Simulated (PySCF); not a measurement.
**Spin-rotation constants: `CSC=C(C)C`, C5H10S**

Cartesian coordinates in Å; atom numbers follow the order of the lines, from 1:
```xyz
16

C     2.9455    0.8047    0.0793
S     1.5748    0.0001   -0.7722
C     0.2847    0.2838    0.3877
C    -0.9864   -0.1255    0.2405
C    -2.0165    0.1668    1.2890
C    -1.4580   -0.8879   -0.9589
H     3.1521    0.3282    1.0488
H     3.8274    0.6869   -0.5650
H     2.7555    1.8785    0.2228
H     0.5825    0.8392    1.2837
H    -2.4584   -0.7661    1.6809
H    -1.5961    0.7266    2.1366
H    -2.8515    0.7558    0.8707
H    -2.2667   -0.3434   -1.4760
H    -0.6535   -1.0692   -1.6856
H    -1.8752   -1.8656   -0.6624
```

Theory: GIAO HF/pcSseg-1 magnetisability, rotational g tensor and spin-rotation constants, non-relativistic, gas phase (PySCF). Geometry: PBE0-D3(BJ)/def2-SVP.

(1) Give the nuclear spin-rotation constants along the inertial axes (H = +C I·J) beside the isotropic shieldings.

(2) How do the rotational constants and the g tensor change when H7, H8, H9, H10, H11, H12, H13, H14, H15, H16 are replaced by deuterium?

Results:

(1) Rotational constants 6.2691, 1.4849, 1.2285 GHz. A star marks the isotopologue with that one atom substituted, in its own axes.
| atom | isotope | Caa (kHz) | Cbb (kHz) | Ccc (kHz) | mean (kHz) | σ (ppm) |
| --- | --- | --- | --- | --- | --- | --- |
| H7 | 1H | -0.630 | -0.092 | -0.028 | -0.250 | 29.6 |
| H8 | 1H | -0.046 | -0.109 | -0.137 | -0.098 | 29.9 |
| H9 | 1H | -0.630 | -0.092 | -0.028 | -0.250 | 29.6 |
| H10 | 1H | -0.580 | 0.119 | -0.147 | -0.203 | 26.6 |
| H11 | 1H | -0.365 | -0.155 | -0.030 | -0.183 | 30.0 |
| H12 | 1H | -0.582 | 0.034 | -0.141 | -0.230 | 29.9 |
| H13 | 1H | -0.366 | -0.155 | -0.029 | -0.184 | 30.0 |
| H14 | 1H | -0.429 | -0.141 | -0.036 | -0.202 | 30.3 |
| H15 | 1H | -0.144 | -0.066 | -0.137 | -0.116 | 29.6 |
| H16 | 1H | -0.427 | -0.141 | -0.036 | -0.201 | 30.3 |
| C1 | 13C* | 0.781 | 0.186 | 0.180 | 0.383 | 173.2 |
| S2 | 33S* | 0.804 | 0.407 | 0.298 | 0.503 | 588.9 |
| C3 | 13C* | 1.731 | 0.674 | 0.230 | 0.878 | 61.2 |
| C4 | 13C* | 2.154 | 0.738 | 0.139 | 1.011 | 52.8 |
| C5 | 13C* | 0.880 | 0.195 | 0.195 | 0.423 | 166.2 |
| C6 | 13C* | 0.939 | 0.182 | 0.161 | 0.427 | 172.3 |

For the geometry as given, no vibrational averaging.

(2) Constants 4.7289, 1.2388, 1.0196 GHz; g -0.0151, -0.0046, 0.0008, against -0.0196, -0.0055, 0.0010 before.
